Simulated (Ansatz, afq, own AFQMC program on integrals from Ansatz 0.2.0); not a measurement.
AFQMC on a folder of integrals that Ansatz 0.2.0 wrote.

```yaml
crystal:
  periodic: [false, false, false]
  atoms:
    - {symbol: Al, position_ang: [0.000000, 0.000000, 0.565388]}
    - {symbol: C, position_ang: [0.000000, 0.000000, -1.279659]}
    - {symbol: H, position_ang: [0.000000, 1.432477, 1.238502]}
    - {symbol: H, position_ang: [0.000000, -1.432476, 1.238502]}
    - {symbol: H, position_ang: [0.000000, 0.000000, -2.363348]}
basis:
  gaussian: {orbitals: cc-pVDZ}
magnetization: {spin_polarized: false}
correlation: {method: ccsd_t, electrons: outside_noble_gas, hamiltonian_folder: ham}
```

```sh
$ ansatz run in.yaml --threads 1 --pin off --events-out ev --progress --plain --max-ram 1382MiB
```

afq runs on the folder ham with

```
--method phaseless --trial cisd --walkers 60 --populations 1 --least-time 40 --time-step 0.005 --steps-per-block 50 --equilibration-blocks 28 --max-blocks 300 --target-error 0.00038 --factor-cut 1e-05 --seed 6415 --release-times 0.24,0.51,0.99,1.62,2.4 --release-step 0.03 --release-every 4 --taylor-order 6
```

Times are imaginary, in 1/Eh. The walk had a cap of 656 s.

Output of the walk:

```
orbitals 41  electrons 5 5  factors 312 of 443
reference energy -281.37448138 Eh
CCSD correlation -0.21068290 Eh in 15 cycles, weight of the determinant in the CISD state 0.8658
energy of the start -281.585164 Eh
 block  time / (1/Eh)  mean weight  energy / Eh
     1     0.250  0.9996  -281.582132
     2     0.500  0.9972  -281.582651
     3     0.750  1.0004  -281.584439
     4     1.000  1.0010  -281.585911
     5     1.250  1.0017  -281.587063
     8     2.000  1.0000  -281.587710
    17     4.250  1.0014  -281.591981
    41    10.250  0.9995  -281.590441
    65    16.250  0.9971  -281.587353
    73    18.250  1.0003  -281.587284
    89    22.250  1.0002  -281.591464
   113    28.250  1.0002  -281.605758
   137    34.250  1.0013  -281.591757
   161    40.250  0.9997  -281.594385
   185    46.250  0.9989  -281.592065
   209    52.250  1.0012  -281.595065
   233    58.250  0.9968  -281.594991
   257    64.250  0.9976  -281.591823
   281    70.250  1.0021  -281.592433
   305    76.250  0.9998  -281.592202
   321    80.250  1.0016  -281.595750
blocks merged  error / Eh  count
     1  0.000313  300
     2  0.000411  150
     4  0.000499  75
     8  0.000568  37
    16  0.000615  18
    32  0.000509  9
released: time / (1/Eh)  energy / Eh  error  mean overlap
  0.24  -281.594796  0.000544  0.9966
  0.51  -281.594752  0.000618  0.9940
  0.99  -281.594570  0.000650  0.9744
  1.62  -281.595083  0.000820  0.9832
  2.40  -281.594592  0.001104  0.9779
energy -281.594555 +/- 0.000615 Eh
(rows thinned)
```

The run passed its tests (sampling time, drift between the halves within three errors, error under three times the target), which doesn't prove that it has relaxed.

Against this walk (error 16.7 meV) on the same determinant: CCSD(T) 94.4 meV higher, CCSDT(Q) 25.3 meV higher (within the noise). The error is statistical and leaves out the bias of the constraint. Released to 2.40 1/Eh the energy moves by -1 ± 34 meV (both errors), within twice the noise.

Cautions: constraint bias not in the error; error above the target (16.7 against 10.3 meV); higher spins were not checked; restricted determinant unstable towards unrestricted (UHF 950 meV lower, ⟨S²⟩ 0.97); raised T1 diagnostic (T1 0.023, weight of the determinant 0.87, largest double 0.14); CCSDT(Q) on the UHF determinant differs (859 meV lower), perhaps since the unrestricted series falls towards higher spin; the bias of populations of 60 walkers isn't removed.

The walk took 4.1 min on 1 thread of Arm Neoverse V2, on a shared host. The log's last line is the phaseless energy.

CCSDT and higher add their correlation energy to the determinant of the CCSD(T) run, since their own runs factorise the integrals more tightly (a shift of under 2 meV). A walk keeps the symmetry of its determinant, which the program's search chose and which needn't be the lowest solution, so a lower state of the same spin and another symmetry isn't excluded.
